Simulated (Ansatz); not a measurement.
## Worked example: ZnH, quartet against ZnH, doublet

Geometry (PBE0/def2-TZVP stationary point of a doublet), kept for both states (ZnH, doublet: Σ⁺ or Δ; ZnH, quartet: Π or Φ):

```yaml
atoms:
  - { symbol: Zn, position_ang: [0.0000, 0.0000, 0.0000] }
  - { symbol: H, position_ang: [0.0000, 0.0000, 1.6172] }
```

Basis def2-SVP; Ansatz 0.2.0. Correlated methods freeze the noble-gas cores. R marks a restricted (for open shells ROHF) determinant, U an unrestricted one. No spin–orbit coupling is included, and no scalar relativity. The metal's outer-core shells are frozen, which leaves out core–valence correlation.

Full CI isn't at hand for all of this; UCCSDTQ serves as the reference, and is uncertain by about the last step of the cluster series.

```json
{"level": "UHF", "E(ZnH, doublet) (hartree)": "-1778.085536", "E(ZnH, quartet) (hartree)": "-1777.864803"}
{"level": "UMP2", "E(ZnH, doublet) (hartree)": "-1778.378403", "E(ZnH, quartet) (hartree)": "-1778.136804"}
{"level": "UCCSD(T)", "E(ZnH, doublet) (hartree)": "-1778.373993", "E(ZnH, quartet) (hartree)": "-1778.124017"}
{"level": "PBE", "E(ZnH, doublet) (hartree)": "-1779.387812", "E(ZnH, quartet) (hartree)": "-1779.134579"}
{"level": "PBE0", "E(ZnH, doublet) (hartree)": "-1779.417443", "E(ZnH, quartet) (hartree)": "-1779.167528"}
{"level": "UCCSDTQ", "E(ZnH, doublet) (hartree)": "-1778.373012", "E(ZnH, quartet) (hartree)": "-1778.123065"}
```

Q: Give the vertical gap, ZnH quartet less ZnH doublet, at each level in eV (1 hartree = 27.2114 eV), and each error against UCCSDTQ.

A: UCCSDTQ: (-1778.123065 − (-1778.373012)) × 27.2114 = 6.801 eV (the reference)
PBE0: (-1779.167528 − (-1779.417443)) × 27.2114 = 6.801 eV, error 0.000 eV
PBE: (-1779.134579 − (-1779.387812)) × 27.2114 = 6.891 eV, error 0.090 eV
UCCSD(T): (-1778.124017 − (-1778.373993)) × 27.2114 = 6.802 eV, error 0.001 eV
UMP2: (-1778.136804 − (-1778.378403)) × 27.2114 = 6.574 eV, error -0.227 eV
UHF: (-1777.864803 − (-1778.085536)) × 27.2114 = 6.006 eV, error -0.795 eV

Total energies of functionals can't be set beside those of wave-function methods, since they hold the core's correlation and their own absolute errors; only the differences compare.

In so small a basis the reference is far from its limit while semilocal and hybrid functionals are nearer theirs, so the functionals' errors here hold much of the reference's basis and frozen-core error, which can add to them or hide them.

Each level lands on the state that its own search finds. T1 diagnostics of restricted CCSD: 0.024 and 0.018.
